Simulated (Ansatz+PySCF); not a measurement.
The numbers below are computed, except where a source is named.
## PySCF 2.14.0 run

```python
from pyscf import gto, scf

mol = gto.M(atom="""
C 0.000000 0.003950 -0.785560
C 0.000000 -0.003950 0.785560
C 0.000000 1.203260 -1.596170
C 0.000000 -1.203260 1.596170
H 0.000000 -1.054920 -1.316990
H 0.000000 1.054920 1.316990
H 0.000000 1.152890 -2.775020
H 0.000000 2.277640 -1.102720
H 0.000000 -1.152890 2.775020
H 0.000000 -2.277640 1.102720
""", basis='def2-svp', charge=0, spin=0)
mf = scf.RHF(mol)
mf.init_guess = 'minao'
mf.kernel()
while True:  # follow internal instabilities
    mo, _, stable, _ = mf.stability(return_status=True)
    if stable: break
    mf.kernel(mf.make_rdm1(mo, mf.mo_occ))
print(mf.converged, mf.e_tot, mf.spin_square()[0])
```

The script is written out from the run's settings.

Output:

- Converged: yes
- Total energy: -154.73595 hartree
- Spin squared of the determinant: 0.000

Caution: an unrestricted determinant lies well below.
